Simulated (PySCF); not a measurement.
System (SMILES): [S+]#[C-] (C-S).
Geometry (B3LYP-D3(BJ)/def2-TZVP, fixed):
```xyz
2

C      0.0000     0.0000    -1.1142
S      0.0000     0.0000     0.4178
```

How fast the isotropic shielding of S2 converges with the basis for several methods (PySCF): deviation from each method's own reference, in ppm. References: HF -105.10 ppm, the value in pcSseg-3; PBE -63.76 ppm, the value in pcSseg-3; PBE0 -85.04 ppm, the value in pcSseg-3. All functions are spherical. No added dispersion term, no relativity. GIAO; atoms are numbered in the order shown.

| basis | functions | HF | PBE | PBE0 |
|---|---|---|---|---|
| STO-3G | 14 | 117.65 | 250.32 | [?] |
| pcSseg-0 | 22 | -203.14 | -66.28 | [?] |
| pcseg-1 | 32 | -6.23 | -13.46 | [?] |
| def2-SVP | 32 | 100.02 | 92.48 | [?] |
| def2-SVPD | 47 | 120.01 | 107.41 | [?] |
| aug-cc-pV(D+d)Z | 55 | 111.91 | 96.92 | [?] |
| def2-TZVPP | 73 | -27.93 | -21.71 | [?] |
| 6-311++G(3df,3pd) | 86 | -0.99 | 5.47 | [?] |
| jun-cc-pV(T+d)Z | 87 | 53.69 | 47.63 | [?] |
| cc-pCVTZ | 102 | 0.83 | 1.25 | [?] |
| def2-QZVPP | 127 | -4.74 | -1.97 | [?] |
| pcSseg-3 | 148 | 0.00 | 0.00 | [?] |

Task: Some entries are withheld; supply them.

Result: 
- STO-3G, PBE0: 233.66
- pcSseg-0, PBE0: -93.50
- pcseg-1, PBE0: -12.48
- def2-SVP, PBE0: 93.90
- def2-SVPD, PBE0: 109.48
- aug-cc-pV(D+d)Z, PBE0: 99.22
- def2-TZVPP, PBE0: -23.85
- 6-311++G(3df,3pd), PBE0: 3.47
- jun-cc-pV(T+d)Z, PBE0: 49.11
- cc-pCVTZ, PBE0: 1.58
- def2-QZVPP, PBE0: -2.73
- pcSseg-3, PBE0: 0.00

Mean absolute deviation over def2-TZVPP, 6-311++G(3df,3pd), jun-cc-pV(T+d)Z, cc-pCVTZ: PBE 19.02, PBE0 19.50, HF 20.86 ppm.
